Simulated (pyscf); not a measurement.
## Four-centre exchange: H₃C–CH₂–O–SiH•–OH (SMILES CCO[SiH]O) + H₂ (SMILES [H][H]) → H₃C–CH₂–O–SiH₂• (SMILES CCO[SiH2]) + H₂O (SMILES O)

Gas phase, doublet surface, charge 0. Bonds broken: Si4–O13, H10–H11. Bonds formed: Si4–H10, H11–O13. Single points on ωB97X-D3(BJ)/def2-SVP structures (PySCF, gas phase).

Transition state (Å):

```xyz
14

C      0.6493    -1.3100    -0.1309
C      0.8875     0.1880    -0.0243
O      0.2954     0.7348     1.1399
Si    -1.3287     0.9969     1.4545
H      1.0240    -1.8233     0.7684
H      1.1652    -1.7249    -1.0117
H     -0.4260    -1.5301    -0.2296
H      0.4917     0.6986    -0.9235
H      1.9671     0.4052     0.0293
H     -1.5753     1.1182    -0.3263
H     -2.2061     1.8429     0.0454
H     -2.1410    -0.2515     1.5671
O     -2.7035     2.2968     1.0679
H     -2.4455     3.2064     1.2795
```

One imaginary mode, 1403i cm⁻¹; descent along it reached the two sides named.

| bond | change | reactant side (Å) | saddle | product side |
|---|---|---|---|---|
| Si4–O13 | breaks | 1.678 | 1.931 | 2.7 |
| H10–H11 | breaks | 0.762 | 1.030 | 2.8 |
| Si4–H10 | forms | 4.3 | 1.802 | 1.504 |
| H11–O13 | forms | 2.430 | 1.224 | 0.965 |

Electronic energies relative to the separated reactants (kcal/mol):

```tsv
level	barrier	reaction energy	reverse barrier
ωB97X-D3(BJ)/def2-TZVP	52.8	+20.1	32.7
PBE/def2-TZVP	44.2	+18.9	25.3
r²SCAN/def2-TZVP	48.6	+21.4	27.1
B3LYP-D3(BJ)/def2-TZVP	52.1	+20.3	31.8
PBE0-D3(BJ)/def2-TZVP	47.7	+18.6	29.1
M06-2X/def2-TZVP	53.7	+22.5	31.2
ωB97M-D3(BJ)/def2-TZVP	51.2	+19.5	31.7
HF/def2-TZVP	70.7	+17.7	53.1
```

With ωB97M-D3(BJ)/def2-TZVP energies and thermal terms (ideal gas, 1 atm, RRHO with modes under 100 cm⁻¹ raised to 100, one conformer, R ln 2 for chiral ones without a mode under 150 cm⁻¹), in kcal/mol:

```tsv
T (K)	ΔH‡	ΔG‡	ΔH	ΔG
298	51.8	60.6	+22.0	+19.7
600	50.9	69.9	+21.0	+17.7
900	50.7	79.5	+20.1	+16.3
1200	50.8	89.1	+19.4	+15.1
```

At the saddle there is also a short H–Si contact that neither side keeps. The same reactants have a lower exit, to •H₂C–CH₃ + O=SiH–OH + H₂ (no saddle counted: cutting one bond, which may have a small barrier of its own, costs +26.4 kcal/mol at ωB97M-D3(BJ)/def2-TZVP, against +51.2 kcal/mol here). H₃C–CH₂–O–SiH•–OH lies 12.4 kcal/mol over its isomer H₃C–Si(CH₃)(O•)–OH (electronic energy, ωB97M-D3(BJ)/def2-TZVP). H₃C–CH₂–O–SiH₂• lies 30.5 kcal/mol over its isomer H₃C–Si•(CH₃)–OH (electronic energy, ωB97M-D3(BJ)/def2-TZVP). This is the saddle that the search found; another between the same sides may lie lower.
